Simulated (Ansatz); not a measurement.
## Lattice parameter a of some tetrahedrally bonded semiconductors and semimetals

Method: RPBE (plane waves, PAW; Ansatz, a first-principles code). References are measured values corrected to a static lattice or taken at low temperature (these still hold zero-point motion). The table is a random draw of 8 from 17 solids with such references.

Values in Å.

```tsv
solid	reference	RPBE	error (%)
diamond-structure Si	5.421*	5.502	+1.49
zinc-blende AlAs	5.649*	5.772	+2.18
zinc-blende InAs	6.047*	6.255	+3.44
zinc-blende CuCl	5.409¶	5.543	+2.48
diamond	3.553* (3.543–3.555)	3.589	+1.01
wurtzite ZnO	3.248	3.318	+2.16
zinc-blende BP	4.525*	4.575	+1.10
cubic BN	3.593*	3.644	+1.42
```

Over these 8 solids the mean error is +1.91 %, the mean absolute error 1.91 % (median 1.82 %), and the worst case zinc-blende InAs at +3.44 %; the value is too high in 8 of 8 cases. Over all 17, from unrounded values, the mean error is +2.24 % and the mean absolute error 2.24 % (median 2.15 %). Caveats on values not shown: the gap of the solid is closed in this run (2); the cell is over a tenth larger than the published one: the level's own overestimate first of all, though another phase or state, or a fault of the published cell, is possible (2).

A star marks references brought to a static lattice; the others are low-temperature values that still hold zero-point motion, which matters most for light elements.

Spin–orbit coupling is left out, also for the solids with elements from indium on (zinc-blende InAs); its size isn't shown.

¶ marks references of a special kind: zinc-blende CuCl, 5.409 Å (measured, low temperature, extrapolated to low temperature; as tabulated in arXiv:1206.3780).

Brackets give the range of the sources taken for a reference, where it is wide; it can hold other temperatures.

Differences are worked out from the printed values.

Caveats: the cell is over a tenth larger than the published one: the level's own overestimate first of all, though another phase or state, or a fault of the published cell, is possible (zinc-blende InAs); the gap of the solid is closed in this run (zinc-blende InAs). Ansatz's density-functional and Hartree–Fock values are scalar-relativistic unless marked +SOC, with PAW data made under PBE.

Ansatz's runs of these crystals have no spin polarisation.

Not in this set, of the tetrahedrally bonded semiconductors and semimetals with a reference value in our tables and a result at some level: 22 for a reference at room or unstated temperature; 2 for a high-temperature or high-pressure phase; 1 for a cell known from the COD alone. These can be a level's best or worst cases. At least 6 more with a reference value are held back for tests. Solids without a released value at any level aren't counted. Layered and molecular crystals are counted apart. The metals Ce to Yb are counted apart.

References as tabulated in Mejia-Rodriguez and Trickey (2018), arXiv:1807.09216; arXiv:1206.3780; Goldzak et al. (2022), arXiv:2208.04865.
